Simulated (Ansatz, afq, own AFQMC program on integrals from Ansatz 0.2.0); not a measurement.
**B2⁺, doublet: AFQMC among the cluster methods**

| atom | x (Å) | y (Å) | z (Å) |
| --- | --- | --- | --- |
| B | 0.0000 | 0.0000 | 0.0000 |
| B | 0.0000 | 0.0000 | 1.6406 |

Basis cc-pVDZ. Only valence electrons are correlated. AFQMC by an in-house program on the Cholesky factors that Ansatz 0.2.0 writes for its CCSD(T) run. The CISD trial takes its coefficients from CCSD amplitudes. Released means that phaseless walkers are propagated on without the constraint, phases kept. Uncertainties: one standard error, sampling alone.

Determinant: UHF, the one that the program's search chose, which needn't be the lowest solution. The geometry is a PBE0/def2-TZVP stationary point of this or a neighbouring charge and spin state.

Full CI on the same integrals is exact in this basis and with this determinant's frozen core.

Cautions: strong correlation (T1 0.084, weight of the determinant 0.80, largest double 0.22); (T) is large, 6 % of the CCSD correlation; unrestricted determinant spin contaminated (⟨S²⟩ 1.67 against 0.75); CCSD(T) is in doubt: in a space of 5 electrons in 8 natural orbitals full CI lies 163 meV below it; the CCSDT(Q) amplitudes may be one of several solutions (largest double 0.54); the CCSDTQ amplitudes may be one of several solutions (largest double 0.58); the released energies have errors that jump between times, so the bars are unsure, so no released level is given (meV from the phaseless value at times in 1/Eh: 12 ± 31 at 0.24, -25 ± 4 at 0.51, -40.8 ± 2.2 at 0.99, -42 ± 7 at 1.62, -58 ± 7 at 2.40).

* T1 diagnostic: 0.0836
* weight of the determinant in the CISD state: 0.796
* ⟨S²⟩ of the determinant: 1.671
* size of the correlated space: 5 electrons in 26 orbitals

Reference: full CI, correlation energy -2.797 eV. The cautions show a poor starting determinant, so the rows tell how each method copes with it here, and full CI is the sure value.

```json
{"level": "HF", "E − E(reference) (meV)": "2797.1", "share of correlation (%)": "0.00"}
{"level": "MP2", "E − E(reference) (meV)": "1305.3", "share of correlation (%)": "53.33"}
{"level": "CCSD", "E − E(reference) (meV)": "391.0", "share of correlation (%)": "86.02"}
{"level": "CCSD(T)", "E − E(reference) (meV)": "235.0", "share of correlation (%)": "91.60"}
{"level": "CCSDT", "E − E(reference) (meV)": "31.2", "share of correlation (%)": "98.89"}
{"level": "CCSDT(Q)", "E − E(reference) (meV)": "-4.1", "share of correlation (%)": "100.15"}
{"level": "CCSDTQ", "E − E(reference) (meV)": "0.6", "share of correlation (%)": "99.98"}
{"level": "ph-AFQMC/CISD", "E − E(reference) (meV)": "78.8 ± 2.0", "share of correlation (%)": "97.18"}
```

CCSDT and higher add their correlation energy to the determinant of the CCSD(T) run, since their own runs factorise the integrals more tightly (a shift of under 2 meV).
